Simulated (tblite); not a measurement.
C₄H₇O (doublet state).
Atom-mapped SMILES: `[CH2:1]=[C:2]([CH3:3])[CH2:4][O:5]` (hydrogens: H6, H7 on C1; H8, H9, H10 on C3; H11, H12 on C4)
Bond orders are those of one Lewis drawing.

Computed with GFN2-xTB (tblite), gas phase: L-BFGS steps from a force-field or distance-geometry start until the largest atomic force falls under 0.01 eV/Å.

The end geometry, which sets the zero of energy:
```
atom  x, y, z in Å
C1     -0.0702    1.5437   -0.0019
C2     -0.0514    0.2103   -0.0125
C3     -1.2424   -0.6378   -0.2855
C4      1.2286   -0.5412    0.2634
O5      1.2045   -1.8484    0.2355
H6     -0.9712    2.0986   -0.2003
H7      0.8146    2.1232    0.2043
H8     -1.0226   -1.3049   -1.1188
H9     -2.1244   -0.0434   -0.5047
H10    -1.4306   -1.2759    0.5779
H11     2.0230   -0.1465   -0.4243
H12     1.6432   -0.1783    1.2409
```

**Question.** These geometries come from the run, each turned onto the end geometry. Order them by energy, lowest first.
A.
```
atom  x, y, z in Å
C1     -0.0679    1.5358   -0.0450
C2     -0.0359    0.2101   -0.0090
C3     -1.2544   -0.6461   -0.1237
C4      1.3014   -0.5031    0.1108
O5      1.5336   -1.5046   -0.7051
H6     -0.9828    2.0887   -0.1881
H7      0.8211    2.1297    0.0805
H8     -0.9856   -1.6915   -0.2433
H9     -1.8846   -0.3414   -0.9555
H10    -1.8824   -0.5397    0.7591
H11     2.1556    0.2122    0.1586
H12     1.2830   -0.9507    1.1349
```
B.
```
atom  x, y, z in Å
C1     -0.0813    1.5356    0.0503
C2     -0.0543    0.2028    0.0128
C3     -1.2566   -0.6507   -0.2113
C4      1.2634   -0.5323    0.1393
O5      1.3368   -1.7758   -0.2572
H6     -0.9965    2.0881   -0.0865
H7      0.8124    2.1220    0.1955
H8     -0.9272   -1.6398   -0.5245
H9     -1.8971   -0.2127   -0.9715
H10    -1.8374   -0.7495    0.7045
H11     2.0800    0.0972   -0.2999
H12     1.5588   -0.4857    1.2225
```
C.
```
atom  x, y, z in Å
C1     -0.0901    1.5395    0.0537
C2     -0.0470    0.2050    0.0362
C3     -1.2515   -0.6486   -0.1957
C4      1.2693   -0.5314    0.1344
O5      1.3258   -1.7835   -0.2800
H6     -1.0033    2.0956   -0.0988
H7      0.8118    2.1146    0.1750
H8     -0.9249   -1.6394   -0.5212
H9     -1.8768   -0.2069   -0.9740
H10    -1.8626   -0.7678    0.7046
H11     2.0895    0.1127   -0.3026
H12     1.5609   -0.4904    1.2425
```
D.
```
atom  x, y, z in Å
C1     -0.0887    1.5250    0.1091
C2     -0.0513    0.1956    0.0033
C3     -1.2467   -0.6402   -0.3008
C4      1.2541   -0.5385    0.1954
O5      1.2635   -1.8444    0.1804
H6     -1.0072    2.0705   -0.0240
H7      0.7893    2.1045    0.3450
H8     -0.9264   -1.5599   -0.7858
H9     -1.9560   -0.1058   -0.9272
H10    -1.7456   -0.9216    0.6269
H11     1.9695   -0.1351   -0.5713
H12     1.7465   -0.1505    1.1231
```
E.
```
atom  x, y, z in Å
C1     -0.0720    1.4664   -0.0479
C2     -0.0381    0.1406    0.0393
C3     -1.2991   -0.6291   -0.1334
C4      1.3082   -0.5210    0.1529
O5      1.6703   -1.3969   -0.7469
H6     -0.9974    1.9650   -0.2236
H7      0.8056    2.0651    0.0375
H8     -1.1383   -1.6862   -0.2639
H9     -1.8225   -0.2383   -0.9948
H10    -1.9090   -0.4647    0.7414
H11     2.0777    0.2884    0.2387
H12     1.4158   -0.9899    1.1748
```

**Answer.** D (0.017 eV), B (0.034 eV), C (0.062 eV), A (0.107 eV), E (0.212 eV).

In the order of the answer:

```
step  E above end (eV)  largest force (eV/Å)  rms force component (eV/Å)  rms distance from end (Å)  rms bond change (Å)  bond most changed (Å)
  63             0.017                  0.06                       0.017                      0.250                0.001           C2–C3 +0.003
  41             0.034                  0.09                       0.030                      0.378                0.002           C2–C4 +0.004
  34             0.062                  0.79                       0.208                      0.384                0.009          C4–H12 +0.024
  14             0.107                  0.22                       0.089                      0.609                0.005           C2–C4 +0.011
   4             0.212                  0.47                       0.188                      0.647                0.008           C3–H8 -0.013
```
